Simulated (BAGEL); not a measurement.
# HF/3-21G (density fitting with qzvpp-jkfit) run of CH3BO (Borane carbonyl)

Aim: the vertical singlet–triplet gap of CH3BO (Borane carbonyl) at HF/3-21G (density fitting with qzvpp-jkfit), from 2 runs. 

The results are computed with BAGEL 1.2.2.

17 further runs of the same task are left out: 1 that didn't finish, 16 set aside as unsound or not needed.

**1. The structure to begin with**

The species is CH3BO (6 atoms), meant as a singlet with charge 0. As SMILES, `[BH3-]C#[O+]`. Geometry: relaxed at GFN2-xTB.

Bond lengths: B1–C2 1.473 Å, C2–O3 1.142 Å, B1–H4 1.186 Å, B1–H5 1.187 Å, B1–H6 1.188 Å. Angles: B1–C2–O3 178.8°, C2–B1–H4 107.2°, C2–B1–H5 106.3°, C2–B1–H6 105.3°, H4–B1–H5 112.5°, H4–B1–H6 112.5°, H5–B1–H6 112.4°.

**2. The energy at HF/3-21G (density fitting with qzvpp-jkfit)**

Input file job.json:

```json
{ "bagel": [

{
  "title": "molecule",
  "basis": "3-21g",
  "df_basis": "qzvpp-jkfit",
  "angstrom": "true",
  "geometry": [
    { "atom": "B", "xyz": [      -0.267820,       0.395530,      -0.192970 ] },
    { "atom": "C", "xyz": [       0.482140,      -0.749160,       0.351570 ] },
    { "atom": "O", "xyz": [       1.081050,      -1.621230,       0.782350 ] },
    { "atom": "H", "xyz": [      -1.421210,       0.151210,      -0.065180 ] },
    { "atom": "H", "xyz": [       0.052740,       0.493160,      -1.331590 ] },
    { "atom": "H", "xyz": [       0.073090,       1.330480,       0.455820 ] }
  ]
},

{ "title": "hf" },

{ "title": "print", "file": "orbitals.molden", "orbitals": "true" }

]}
```

Started as:

```console
$ BAGEL_NUM_THREADS=1 BAGEL job.json > job.out
```

Output:

```text
* using 1 threads per process

  ===============================================================
  ===============================================================

  *** Geometry ***

  { "atom" : "B", "xyz" : [     -0.506106,      0.747443,     -0.364660 ] },
  { "atom" : "C", "xyz" : [      0.911113,     -1.415707,      0.664371 ] },
  { "atom" : "O", "xyz" : [      2.042888,     -3.063681,      1.478427 ] },
  { "atom" : "H", "xyz" : [     -2.685698,      0.285745,     -0.123172 ] },
  { "atom" : "H", "xyz" : [      0.099664,      0.931937,     -2.516340 ] },
  { "atom" : "H", "xyz" : [      0.138120,      2.514243,      0.861375 ] },

  Number of auxiliary basis functions:      281

  Since a DF basis is specified, we compute 2- and 3-index integrals:
    o Being stored without compression. Storage requirement is 0.002 GB

  Number of basis functions:       33
  Number of electrons      :       22

    * METHOD: MOLECULE                             0.04

  *** RHF ***

  === Nuclear Repulsion ===
    57.0839460165

      * DIIS with orbital gradients will be used.

  === RHF iteration (3-21g) ===
      0       -138.26378473          0.03145582           0.00
      1       -138.29947757          0.02796560           0.00
      2       -138.34627944          0.00254854           0.00
      3       -138.34714153          0.00071940           0.00
      4       -138.34720569          0.00013954           0.00
      5       -138.34721042          0.00002849           0.00
      6       -138.34721060          0.00000607           0.00
      7       -138.34721060          0.00000141           0.00
      8       -138.34721060          0.00000056           0.00
      9       -138.34721060          0.00000024           0.00
     10       -138.34721060          0.00000011           0.00
     11       -138.34721060          0.00000004           0.00
     12       -138.34721060          0.00000001           0.00
     13       -138.34721060          0.00000000           0.00
    * SCF iteration converged.

    * Permanent dipole moment:
           (   -0.319965,     0.514927,    -0.235239) a.u.

    * METHOD: HF                                   0.08

    * METHOD: PRINT                                0.00

  ===============================================================
```

Wall time 0.42 s (1 thread of Intel Xeon 6975P-C (Granite Rapids), shared host); peak memory 0.08 GiB.

**3. The triplet at the same level**

Input file input.json:

```json
{ "bagel" : [

{
  "title" : "molecule",
  "basis" : "3-21g",
  "df_basis" : "qzvpp-jkfit",
  "angstrom" : true,
  "geometry" : [
    { "atom" : "B", "xyz" : [   -0.267820,    0.395530,   -0.192970 ] },
    { "atom" : "C", "xyz" : [    0.482140,   -0.749160,    0.351570 ] },
    { "atom" : "O", "xyz" : [    1.081050,   -1.621230,    0.782350 ] },
    { "atom" : "H", "xyz" : [   -1.421210,    0.151210,   -0.065180 ] },
    { "atom" : "H", "xyz" : [    0.052740,    0.493160,   -1.331590 ] },
    { "atom" : "H", "xyz" : [    0.073090,    1.330480,    0.455820 ] }
  ]
},
{ "title" : "uhf", "nopen" : 2 },
{ "title" : "print", "file" : "orbitals.molden", "orbitals" : true }

]}
```

Started as:

```console
$ BAGEL_NUM_THREADS=1 BAGEL input.json > input.out
```

Output:

```text
* using 1 threads per process

  ===============================================================
  ===============================================================

  *** Geometry ***

  { "atom" : "B", "xyz" : [     -0.506106,      0.747443,     -0.364660 ] },
  { "atom" : "C", "xyz" : [      0.911113,     -1.415707,      0.664371 ] },
  { "atom" : "O", "xyz" : [      2.042888,     -3.063681,      1.478427 ] },
  { "atom" : "H", "xyz" : [     -2.685698,      0.285745,     -0.123172 ] },
  { "atom" : "H", "xyz" : [      0.099664,      0.931937,     -2.516340 ] },
  { "atom" : "H", "xyz" : [      0.138120,      2.514243,      0.861375 ] },

  Number of auxiliary basis functions:      281

  Since a DF basis is specified, we compute 2- and 3-index integrals:
    o Being stored without compression. Storage requirement is 0.002 GB

  Number of basis functions:       33
  Number of electrons      :       22

    * METHOD: MOLECULE                             0.03

  *** Open-shell HF ***

  === Nuclear Repulsion ===
    57.0839460165

      * DIIS with orbital gradients will be used.

  === UHF iteration (3-21g) ===
      0       -138.01292625          0.06075379           0.01
      1       -138.07303336          0.04902639           0.01
      2       -138.09340528          0.03931235           0.01
      3       -138.12174609          0.00342228           0.01
      4       -138.12338360          0.00199117           0.01
      5       -138.12402048          0.00143842           0.01
      6       -138.12467943          0.00082796           0.01
      7       -138.12500001          0.00046879           0.01
      8       -138.12516369          0.00032066           0.01
      9       -138.12521482          0.00027491           0.01
     10       -138.12527502          0.00022491           0.01
     11       -138.12536508          0.00014522           0.01
     12       -138.12538905          0.00012013           0.01
     13       -138.12541205          0.00010346           0.01
     14       -138.12542075          0.00009875           0.01
     15       -138.12543001          0.00009421           0.01
     16       -138.12543926          0.00008944           0.01
     17       -138.12545727          0.00007952           0.01
     18       -138.12548256          0.00005726           0.01
     19       -138.12549148          0.00003802           0.01
     20       -138.12549631          0.00002267           0.01
     21       -138.12549664          0.00001721           0.01
     22       -138.12549681          0.00001540           0.01
     23       -138.12549684          0.00001220           0.01
     24       -138.12549703          0.00000715           0.01
     25       -138.12549710          0.00000466           0.01
     26       -138.12549710          0.00000354           0.01
     27       -138.12549710          0.00000276           0.01
     28       -138.12549710          0.00000223           0.01
     29       -138.12549710          0.00000192           0.01
     30       -138.12549711          0.00000157           0.01
     31       -138.12549712          0.00000093           0.01
     32       -138.12549712          0.00000053           0.01
     33       -138.12549712          0.00000043           0.01
     34       -138.12549712          0.00000038           0.01
     35       -138.12549712          0.00000032           0.01
     36       -138.12549712          0.00000027           0.01
     37       -138.12549712          0.00000021           0.01
     38       -138.12549712          0.00000018           0.01
     39       -138.12549712          0.00000012           0.01
     40       -138.12549712          0.00000010           0.01
     41       -138.12549712          0.00000007           0.01
     42       -138.12549712          0.00000006           0.01
     43       -138.12549712          0.00000005           0.01
     44       -138.12549712          0.00000004           0.01
     45       -138.12549712          0.00000003           0.01
     46       -138.12549712          0.00000002           0.01
     47       -138.12549712          0.00000002           0.01
     48       -138.12549712          0.00000002           0.01
     49       -138.12549712          0.00000001           0.01
     50       -138.12549712          0.00000001           0.01
     51       -138.12549712          0.00000001           0.01
     52       -138.12549712          0.00000001           0.01
    * SCF iteration converged.

    * S^2 (UHF) is 2.0146

    * Permanent dipole moment:
           (    0.982796,    -0.612890,     0.299213) a.u.

    * METHOD: UHF                                  0.31

    * METHOD: PRINT                                0.00

  ===============================================================
```

Wall time 0.66 s (1 thread of Intel Xeon 6975P-C (Granite Rapids), shared host); peak memory 0.08 GiB.

**4. Results**

At HF/3-21G (density fitting with qzvpp-jkfit):

| quantity | value |
| --- | --- |
| singlet: total energy | -138.34721 Eh |
| singlet: dipole moment | 1.65 D |
| singlet: HOMO energy | -12.80 eV |
| singlet: LUMO energy | 2.64 eV |
| singlet: HOMO–LUMO gap | 15.44 eV |
| triplet: total energy | -138.12550 Eh |
| triplet: dipole moment | 3.04 D |
| triplet: ⟨S²⟩ | 2.015 |
| vertical energy of the triplet above the singlet | 6.033 eV |

At this shape the triplet lies 6.03 eV (582 kJ/mol) above the singlet.
